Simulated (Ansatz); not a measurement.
This Ansatz (an electronic-structure program) input (CCSD(T)/def2-QZVP) gives -40.45104 Eh with 177 basis functions. A basis named .json is the Basis Set Exchange file of that set (core-valence sets with the plain set on hydrogen).

Ansatz 0.2 input:
```yaml
crystal:
  periodic: [false, false, false]
  atoms:
    - {symbol: C, position_ang: [-0.00000000, 0.00000000, -0.00000000]}
    - {symbol: H, position_ang: [0.62054657, 0.62688914, 0.63896175]}
    - {symbol: H, position_ang: [-0.64285838, -0.62489528, 0.61852983]}
    - {symbol: H, position_ang: [0.63693263, -0.63278043, -0.61664082]}
    - {symbol: H, position_ang: [-0.61462083, 0.63078657, -0.64085076]}
basis:
  gaussian:
    orbitals: def2-QZVP.json
magnetization: {spin_polarized: false}
correlation: {method: ccsd_t, electrons: outside_noble_gas}
```

Change:
```diff
- orbitals: def2-QZVP.json
+ orbitals: pcseg-0.json
```

Q: What does the run give now?

A: -40.20149 Eh (CCSD(T)/pcseg-0, 17 functions), a change of +249.55 mEh.
